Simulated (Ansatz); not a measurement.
# C2H6 (singlet): the correlation ladder, 6-31G

An exercise on one series of results from a longer session: the logs are not shown, and one member is left open.

The runs use Ansatz 0.2.0, Gaussian basis; 6-31G, core rule «outside noble gas», up to 2 orbitals frozen.

Plan: UHF; CCSD(T) on RHF; BCCD(T) on RHF; CISD; CCSDT(Q) on RHF; CISDTQ; CCSDTQ on RHF; CASSCF and MRCISD+Q, 8 electrons in 8 orbitals; CASSCF and NEVPT2, 8 electrons in 8 orbitals.

17 further runs of the same task are left out: 17 set aside as unsound or not needed.

### What is computed

The geometry is an MP2(full)/6-31G* stationary point (not a proven minimum).

8 atoms, charge 0, spin multiplicity 1.

Atoms are counted from 1 here; the program's logs count them from 0.

Bond lengths: C1–C2 1.524 Å, C1–H3 1.093 Å, C1–H4 1.093 Å, C1–H5 1.093 Å, C2–H6 1.093 Å, C2–H7 1.093 Å, C2–H8 1.093 Å. Angles: C2–C1–H3 111.2°, C2–C1–H4 111.2°, C2–C1–H5 111.2°, H3–C1–H4 107.7°, H3–C1–H5 107.7°, H4–C1–H5 107.7°, C1–C2–H6 111.2°, C1–C2–H7 111.2°, C1–C2–H8 111.2°, H6–C2–H7 107.7°, H6–C2–H8 107.7°, H7–C2–H8 107.7°.

Set-up of the first run:

in.yaml

```yaml
crystal:
  periodic: [false, false, false]
  atoms:
    - {symbol: C, position_ang: [0.000000, 0.000000, 0.762209]}
    - {symbol: C, position_ang: [0.000000, 0.000000, -0.762209]}
    - {symbol: H, position_ang: [0.000000, 1.018957, 1.157229]}
    - {symbol: H, position_ang: [-0.882443, -0.509479, 1.157229]}
    - {symbol: H, position_ang: [0.882443, -0.509479, 1.157229]}
    - {symbol: H, position_ang: [0.000000, -1.018957, -1.157229]}
    - {symbol: H, position_ang: [-0.882443, 0.509479, -1.157229]}
    - {symbol: H, position_ang: [0.882443, 0.509479, -1.157229]}
basis:
  gaussian: {orbitals: 6-31G}
magnetization: {spin_polarized: true, initial_magnetization: 0}
hamiltonian: {xc: hf}
output: {orbitals: {seedname: orbitals}}
```

Command:

```sh
$ ansatz run in.yaml --threads 1 --pin off --events-out ev --progress --plain --max-ram 3328MiB --backend cpu
```

Among the steps run: UHF; CCSD(T) on RHF; BCCD(T) on RHF; CISD; CCSDT(Q) on RHF; CISDTQ; CCSDTQ on RHF; CASSCF and MRCISD+Q, 8 electrons in 8 orbitals; CASSCF and NEVPT2, 8 electrons in 8 orbitals.

One table of the session follows, with a row left open; its other results are not shown here.

It belongs to the step «Misses and costs». 

```
           method  from RCCSDTQ (meV)
              RHF                   ?
             RMP2              +972.1
             CISD              +557.5
            RCCSD              +122.3
         RCCSD(T)               +16.1
          BCCD(T)               +16.2
           RCCSDT                +5.4
           CISDTQ               +31.4
        RCCSDT(Q)                -0.4
          RCCSDTQ                   0
  CASSCF frontier             +3829.0
  NEVPT2 frontier              +670.2
  MRCISD frontier              +239.0
MRCISD+Q frontier               +30.1
```

**Question.** Estimate the row for RHF.

**Answer.** from RCCSDTQ (meV): +6086.9. In the column «from RCCSDTQ (meV)» it is the highest.
